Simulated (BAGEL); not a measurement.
# C3H2NO (SMILES N#CC[C]=O) at UHF/3-21G (density fitting with qzvpp-jkfit)

Aim: the vertical doublet–quartet gap of C3H2NO at UHF/3-21G (density fitting with qzvpp-jkfit), from 2 runs. 

The results are computed with BAGEL 1.2.2.

2 further runs of the same task are left out: 2 that didn't finish.

## Step 1: The structure to begin with

C3H2NO: 7 atoms, total charge 0, spin state doublet. As SMILES, `N#CC[C]=O`. The coordinates come from a GFN2-xTB relaxation. This is one conformer, not always the lowest.

Bond lengths: N1–C2 1.142 Å, C2–C3 1.443 Å, C3–C4 1.501 Å, C4–O5 1.184 Å, C3–H6 1.097 Å, C3–H7 1.097 Å. Angles: N1–C2–C3 178.9°, C2–C3–C4 113.8°, C3–C4–O5 130.4°, C2–C3–H6 108.9°, C2–C3–H7 108.9°, C4–C3–H6 108.5°, C4–C3–H7 107.9°, H6–C3–H7 108.8°.

## Step 2: A single-point energy at UHF/3-21G (density fitting with qzvpp-jkfit)

calc.json reads:

```json
{ "bagel" : [

{
  "title" : "molecule",
  "basis" : "3-21g",
  "df_basis" : "qzvpp-jkfit",
  "angstrom" : true,
  "geometry" : [
    { "atom" : "N", "xyz" : [   -0.241190,   -2.248820,    0.980510 ] },
    { "atom" : "C", "xyz" : [   -0.060110,   -1.179930,    0.621790 ] },
    { "atom" : "C", "xyz" : [    0.187590,    0.174290,    0.188900 ] },
    { "atom" : "C", "xyz" : [   -0.512730,    0.539160,   -1.087590 ] },
    { "atom" : "O", "xyz" : [   -0.485780,    1.541500,   -1.717700 ] },
    { "atom" : "H", "xyz" : [    1.266470,    0.309410,    0.044380 ] },
    { "atom" : "H", "xyz" : [   -0.154250,    0.864400,    0.969720 ] }
  ]
},
{
  "title" : "uhf",
  "nopen" : 1
},
{
  "title" : "print",
  "file" : "orbitals.molden",
  "orbitals" : true
}

]}
```

On the command line:

```console
$ BAGEL_NUM_THREADS=1 BAGEL calc.json > calc.out
```

Output:

```text
* using 1 threads per process

  ===============================================================
  ===============================================================

  *** Geometry ***

  { "atom" : "N", "xyz" : [     -0.455783,     -4.249654,      1.852895 ] },
  { "atom" : "C", "xyz" : [     -0.113591,     -2.229745,      1.175013 ] },
  { "atom" : "C", "xyz" : [      0.354494,      0.329360,      0.356969 ] },
  { "atom" : "C", "xyz" : [     -0.968919,      1.018865,     -2.055247 ] },
  { "atom" : "O", "xyz" : [     -0.917991,      2.913013,     -3.245983 ] },
  { "atom" : "H", "xyz" : [      2.393281,      0.584700,      0.083866 ] },
  { "atom" : "H", "xyz" : [     -0.291490,      1.633479,      1.832505 ] },

  Number of auxiliary basis functions:      415

  Since a DF basis is specified, we compute 2- and 3-index integrals:
    o Being stored without compression. Storage requirement is 0.008 GB

  Number of basis functions:       49
  Number of electrons      :       35

    * METHOD: MOLECULE                             0.12

  *** Open-shell HF ***

  === Nuclear Repulsion ===
   130.8713901704

      * DIIS with orbital gradients will be used.

  === UHF iteration (3-21g) ===
      0       -242.39866995          0.06764194           0.05
      1       -242.45691068          0.06826914           0.05
      2       -242.47807066          0.06488671           0.05
      3       -242.64334737          0.00289462           0.05
      4       -242.64428087          0.00175234           0.05
      5       -242.64462876          0.00055271           0.05
      6       -242.64475204          0.00025252           0.05
      7       -242.64481825          0.00016535           0.05
      8       -242.64488860          0.00010849           0.05
      9       -242.64495357          0.00006899           0.05
     10       -242.64500906          0.00004336           0.05
     11       -242.64502727          0.00002322           0.05
     12       -242.64504469          0.00002031           0.05
     13       -242.64505082          0.00001412           0.05
     14       -242.64505804          0.00001069           0.05
     15       -242.64506092          0.00000834           0.05
     16       -242.64506338          0.00000532           0.05
     17       -242.64506347          0.00000352           0.05
     18       -242.64506340          0.00000194           0.05
     19       -242.64506352          0.00000096           0.05
     20       -242.64506354          0.00000047           0.05
     21       -242.64506356          0.00000019           0.05
     22       -242.64506357          0.00000016           0.05
     23       -242.64506358          0.00000014           0.05
     24       -242.64506359          0.00000013           0.05
     25       -242.64506361          0.00000012           0.05
     26       -242.64506364          0.00000010           0.05
     27       -242.64506367          0.00000007           0.05
     28       -242.64506367          0.00000004           0.05
     29       -242.64506367          0.00000003           0.05
     30       -242.64506367          0.00000002           0.05
     31       -242.64506367          0.00000001           0.05
     32       -242.64506367          0.00000001           0.05
    * SCF iteration converged.

    * S^2 (UHF) is 0.7771

    * Permanent dipole moment:
           (   -0.545723,    -0.764097,    -0.408935) a.u.

    * METHOD: UHF                                  1.77

    * METHOD: PRINT                                0.00

  ===============================================================
```

Wall time 2.1 s (1 thread of Arm Neoverse V2, shared host).

## Step 3: The quartet, same level

hf.json reads:

```json
{ "bagel" : [

{
  "title" : "molecule",
  "basis" : "3-21g",
  "df_basis" : "qzvpp-jkfit",
  "angstrom" : "true",
  "geometry" : [
    { "atom" : "N", "xyz" : [   -0.241190,   -2.248820,    0.980510 ] },
    { "atom" : "C", "xyz" : [   -0.060110,   -1.179930,    0.621790 ] },
    { "atom" : "C", "xyz" : [    0.187590,    0.174290,    0.188900 ] },
    { "atom" : "C", "xyz" : [   -0.512730,    0.539160,   -1.087590 ] },
    { "atom" : "O", "xyz" : [   -0.485780,    1.541500,   -1.717700 ] },
    { "atom" : "H", "xyz" : [    1.266470,    0.309410,    0.044380 ] },
    { "atom" : "H", "xyz" : [   -0.154250,    0.864400,    0.969720 ] }
  ]
},
{ "title" : "uhf", "nopen" : 3 },
{ "title" : "print", "file" : "orbitals.molden", "orbitals" : "true" }

]}
```

On the command line:

```console
$ BAGEL_NUM_THREADS=1 BAGEL hf.json > hf.out
```

Output:

```text
* using 1 threads per process

  ===============================================================
  ===============================================================

  *** Geometry ***

  { "atom" : "N", "xyz" : [     -0.455783,     -4.249654,      1.852895 ] },
  { "atom" : "C", "xyz" : [     -0.113591,     -2.229745,      1.175013 ] },
  { "atom" : "C", "xyz" : [      0.354494,      0.329360,      0.356969 ] },
  { "atom" : "C", "xyz" : [     -0.968919,      1.018865,     -2.055247 ] },
  { "atom" : "O", "xyz" : [     -0.917991,      2.913013,     -3.245983 ] },
  { "atom" : "H", "xyz" : [      2.393281,      0.584700,      0.083866 ] },
  { "atom" : "H", "xyz" : [     -0.291490,      1.633479,      1.832505 ] },

  Number of auxiliary basis functions:      415

  Since a DF basis is specified, we compute 2- and 3-index integrals:
    o Being stored without compression. Storage requirement is 0.008 GB

  Number of basis functions:       49
  Number of electrons      :       35

    * METHOD: MOLECULE                             0.12

  *** Open-shell HF ***

  === Nuclear Repulsion ===
   130.8713901704

      * DIIS with orbital gradients will be used.

  === UHF iteration (3-21g) ===
      0       -242.11598751          0.05525578           0.05
      1       -242.11800865          0.06665445           0.05
      2       -242.15600268          0.06184828           0.05
      3       -242.41244393          0.01064308           0.05
      4       -242.44588525          0.00840257           0.05
      5       -242.46642856          0.00454391           0.05
      6       -242.47259760          0.00238347           0.05
      7       -242.47312208          0.00085857           0.05
      8       -242.47351099          0.00043555           0.05
      9       -242.47366980          0.00019893           0.05
     10       -242.47380120          0.00011154           0.05
     11       -242.47387405          0.00009154           0.05
     12       -242.47393719          0.00007304           0.05
     13       -242.47401459          0.00007082           0.05
     14       -242.47405205          0.00007084           0.05
     15       -242.47405654          0.00007088           0.05
     16       -242.47404852          0.00007077           0.05
     17       -242.47396037          0.00006935           0.05
     18       -242.47377688          0.00006654           0.05
     19       -242.47337086          0.00005969           0.05
     20       -242.47307155          0.00005219           0.05
     21       -242.47274727          0.00004468           0.05
     22       -242.47291959          0.00004227           0.05
     23       -242.47292678          0.00003778           0.05
     24       -242.47359082          0.00002637           0.05
     25       -242.47365599          0.00001980           0.05
     26       -242.47395289          0.00001929           0.05
     27       -242.47406189          0.00001644           0.05
     28       -242.47409528          0.00001108           0.05
     29       -242.47418208          0.00001130           0.05
     30       -242.47421213          0.00000780           0.05
     31       -242.47422841          0.00000722           0.05
     32       -242.47422216          0.00000662           0.05
     33       -242.47423483          0.00000641           0.05
     34       -242.47423729          0.00000594           0.05
     35       -242.47423912          0.00000558           0.05
     36       -242.47424093          0.00000512           0.05
     37       -242.47424048          0.00000425           0.05
     38       -242.47423824          0.00000327           0.05
     39       -242.47423931          0.00000267           0.05
     40       -242.47423963          0.00000224           0.05
     41       -242.47424259          0.00000175           0.05
     42       -242.47424448          0.00000146           0.05
     43       -242.47424648          0.00000115           0.05
     44       -242.47424780          0.00000085           0.05
     45       -242.47424793          0.00000076           0.05
     46       -242.47424799          0.00000073           0.05
     47       -242.47424798          0.00000063           0.05
     48       -242.47424798          0.00000054           0.05
     49       -242.47424796          0.00000048           0.05
     50       -242.47424794          0.00000039           0.05
     51       -242.47424794          0.00000034           0.05
     52       -242.47424796          0.00000030           0.05
     53       -242.47424800          0.00000023           0.05
     54       -242.47424802          0.00000020           0.05
     55       -242.47424804          0.00000018           0.05
     56       -242.47424806          0.00000014           0.05
     57       -242.47424807          0.00000011           0.05
     58       -242.47424807          0.00000010           0.05
     59       -242.47424808          0.00000009           0.05
     60       -242.47424808          0.00000009           0.05
     61       -242.47424808          0.00000009           0.05
     62       -242.47424808          0.00000009           0.05
     63       -242.47424808          0.00000009           0.05
     64       -242.47424808          0.00000009           0.05
     65       -242.47424808          0.00000009           0.05
     66       -242.47424808          0.00000009           0.05
     67       -242.47424808          0.00000009           0.05
     68       -242.47424808          0.00000009           0.05
     69       -242.47424808          0.00000008           0.05
     70       -242.47424808          0.00000008           0.05
     71       -242.47424808          0.00000007           0.05
     72       -242.47424808          0.00000006           0.05
     73       -242.47424808          0.00000004           0.05
     74       -242.47424808          0.00000002           0.05
     75       -242.47424808          0.00000001           0.05
     76       -242.47424808          0.00000001           0.05
    * SCF iteration converged.

    * S^2 (UHF) is 3.7684

    * Permanent dipole moment:
           (   -0.430261,    -1.239915,     0.086786) a.u.

    * METHOD: UHF                                  4.01

    * METHOD: PRINT                                0.00

  ===============================================================
```

Wall time 4.5 s (1 thread of Arm Neoverse V2, shared host).

## Step 4: Outcome

At UHF/3-21G (density fitting with qzvpp-jkfit):

| quantity | value |
| --- | --- |
| doublet: total energy | -242.64506 Eh |
| doublet: dipole moment | 2.60 D |
| doublet: ⟨S²⟩ | 0.777 |
| quartet: total energy | -242.47425 Eh |
| quartet: dipole moment | 3.34 D |
| quartet: ⟨S²⟩ | 3.768 |
| vertical energy of the quartet above the doublet | 4.648 eV |

What this shows: At this shape the quartet lies 4.65 eV (448 kJ/mol) above the doublet.
